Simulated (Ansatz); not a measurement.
`CCC(C)F`. The species carries charge 0 and has multiplicity 1. The structure was optimised at the PBE0-D4/def2-TZVP level. It is one conformer, not always the lowest.

```xyz
14

C     1.417   -0.196    0.847
C     0.541   -0.809   -0.232
C    -0.897   -0.339   -0.177
C    -1.095    1.124   -0.482
F    -1.625   -1.078   -1.111
H     2.421   -0.624    0.820
H     1.008   -0.381    1.844
H     1.519    0.884    0.724
H     0.942   -0.583   -1.226
H     0.536   -1.899   -0.134
H    -1.326   -0.581    0.804
H    -0.663    1.372   -1.455
H    -0.619    1.746    0.279
H    -2.159    1.365   -0.501
```

(1) What is the dipole moment at ωB97M-V/def2-TZVPP? (An estimate is asked.)

(2) And with PBE, r2SCAN, B3LYP? (Estimate.)

(3) Give the Mulliken charges with ωB97M-V, r2SCAN, B3LYP in def2-TZVPP. (Best estimate.)

Results:

(1) Ansatz gave: 1.91 D, with components (1.14, 1.00, 1.17) D in this frame, pointing from negative to positive charge.

(2) Computed: PBE 1.80 D, r2SCAN 1.88 D, B3LYP 1.92 D.

(3) Computed: 
```csv
atom,ωB97M-V,r2SCAN,B3LYP
C1,-0.33,-0.17,-0.27
C2,-0.15,0.00,-0.08
C3,0.14,0.25,0.21
C4,-0.31,-0.16,-0.26
F5,-0.24,-0.26,-0.26
H6,0.11,0.05,0.09
H7,0.10,0.04,0.07
H8,0.10,0.05,0.08
H9,0.09,0.02,0.05
H10,0.10,0.03,0.07
H11,0.07,0.00,0.04
H12,0.10,0.05,0.08
H13,0.10,0.05,0.08
H14,0.12,0.05,0.09
```

B3LYP here is the variant with VWN-RPA as its local correlation; programs differ in this.
